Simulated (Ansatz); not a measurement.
Zinc-blende GaSb, relaxed in Ansatz (plane waves) with several semilocal functionals. Each gives its own volume and its own bulk modulus:

| level | V0 (Å³/atom) | bulk modulus B0 (GPa) | ln V0 | ln B0 |
|---|---|---|---|---|
| LDA | 27.658 | 55.36 | 3.3199 | 4.0139 |
| PBEsol | 28.524 | 51.30 | 3.3507 | 3.9377 |
| PBE | 29.993 | 44.67 | 3.4010 | 3.7993 |

Fit a straight line to ln B0 against ln V0. What does it predict for r²SCAN, whose volume is 28.823 Å³/atom?

With x = ln V0 and y = ln B0: means 3.35720 and 3.91697; Σ(Δx Δy) = -0.008904, Σ(Δx²) = 0.003352, so the slope is -2.66. At x = 3.3612 the line gives y = 3.91697 + (-2.66) × (3.3612 − 3.35720) = 3.9063, or 49.71 GPa. The run with r²SCAN gives 53.37 GPa, +7.4 % from the line. The rows used scatter about it by up to 0.3 %, while the largest value lies 24 % above the smallest. For comparison, PBE's own equation of state has B′ = 4.5, the slope −d ln B/d ln V at a fixed functional; the two needn't agree, since functionals also differ at one volume.

Measured: 57 GPa (measured, temperature not stated, not corrected to a static lattice; as tabulated in Toher et al. (2017), arXiv:1611.05714).

Ansatz's density-functional and Hartree–Fock values are scalar-relativistic unless marked +SOC, with PAW data made under PBE.

Ansatz is a program for electronic structure.
